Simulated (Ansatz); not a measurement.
**Ge2P3: from a trial structure to a relaxed crystal**

Computed with DFT PBE, scalar-relativistic, plane waves, PAW (Ansatz). Cutoff 420 eV, Γ-centred k mesh, Gaussian smearing, no spin polarisation in the final step.

Ge2P3 was placed on the sites of a reported K2S3 cell (Cmc2_1, No. 36), with Ge in place of K, P in place of S, at a guessed volume.

```
CELL_PARAMETERS angstrom
3.20897 -4.35268 0.00000
3.20897 4.35268 0.00000
0.00000 0.00000 6.56194
ATOMIC_POSITIONS crystal
Ge 0.42680 0.57320 0.83710
Ge 0.57320 0.42680 0.33710
Ge 0.89430 0.10570 0.11450
Ge 0.10570 0.89430 0.61450
P 0.38730 0.06630 0.00000
P 0.61270 0.93370 0.50000
P 0.93370 0.61270 0.00000
P 0.06630 0.38730 0.50000
P 0.20590 0.79410 0.15770
P 0.79410 0.20590 0.65770
```

Cell and atoms relax at zero pressure; the relaxation can't lower the symmetry of the start. After a coarse first stage the cell is made exact in the group found at 0.06 Å.

Formation energies are uncorrected and refer to the elements' standard structures at the same level.

What does it relax into?

It keeps Cmc2_1 (No. 36), but not the shape of the type it started on. Conventional cell: a = 6.627 Å, b = 7.813 Å, c = 8.054 Å. Around Ge on Wyckoff site a (2 atoms of the primitive cell) lie 3 P at 2.45–2.47 Å; around Ge on Wyckoff site a (2 atoms of the primitive cell) lie 5 P at 2.44–2.63 Å; P on Wyckoff site b (4 atoms of the primitive cell) has 1 P at 2.22 Å and 3 Ge at 2.45–2.63 Å; P on Wyckoff site a (2 atoms of the primitive cell) has 2 P at 2.22 Å and 2 Ge at 2.44–2.47 Å.

```xyz
10
Lattice="3.3133 -3.9063 0.0000 3.3133 3.9063 0.0000 0.0000 0.0000 8.0541" Properties=species:S:1:pos:R:3 pbc="T T T"
Ge    3.3133    0.2411    6.2003
Ge    3.3133   -0.2411    2.1733
Ge    3.3133   -2.8282    0.0373
Ge    3.3133    2.8282    4.0644
P     1.6404   -0.8483    0.4936
P     4.9862    0.8483    4.5207
P     4.9862   -0.8483    0.4936
P     1.6404    0.8483    4.5207
P     3.3133    2.1897    1.7096
P     3.3133   -2.1897    5.7367
```

What are its volume, energy, density and gap?

The volume per atom is 20.85 Å³. The density is 3.79 g/cm³. The energy over the elements is 0.08 eV/atom and the gap on the 8×8×6 mesh is 0 eV (a metal).

The final run used a 8×8×6 mesh on its 10-atom cell and 0.10 eV smearing. The k mesh leaves about 4 meV/atom of noise in metals. A structure relaxed within its symmetry needn't be a true minimum. The steps took of the order of 14 core-minutes in all.